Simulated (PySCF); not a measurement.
One ligand Y is varied and pulled off as a radical: Ti(F)3–Y. All species are isolated molecules in the gas phase. One relaxed conformer stands for each flexible species; it need not be the lowest. Multiplicities are imposed; where one is given, others were not computed. Strings in code marks are SMILES.

The highest occupied spin orbital from two functionals at the same geometries (PBE-D3(BJ)/def2-SVP), both in PySCF: PBE-D3(BJ)/def2-TZVP and B3LYP-D3(BJ)/def2-TZVP. B3LYP has the VWN-RPA correlation part, as in Gaussian. 

```json
[
 {"species": "free radical OH (`[OH]`)", "PBE-D3(BJ)/def2-TZVP (eV)": "-7.14"},
 {"species": "free radical CH3 (`[CH3]`)", "PBE-D3(BJ)/def2-TZVP (eV)": "-5.38"},
 {"species": "free radical OCH3 (`C[O]`)", "PBE-D3(BJ)/def2-TZVP (eV)": "-5.97"},
 {"species": "free radical N(CH3)2 (`[N](C)C`)", "PBE-D3(BJ)/def2-TZVP (eV)": "-5.56"}
]
```

Question: What does B3LYP-D3(BJ)/def2-TZVP give for each?

Answer: 
- free radical OH (`[OH]`): -8.82
- free radical CH3 (`[CH3]`): -6.45
- free radical OCH3 (`C[O]`): -7.51
- free radical N(CH3)2 (`[N](C)C`): -6.87
Over these rows, drawn at random from the members with no instability flagged (it was tested for open shells, ions and some series alone), PBE minus B3LYP-D3(BJ): mean +1.40 eV, from +1.07 eV to +1.68 eV.
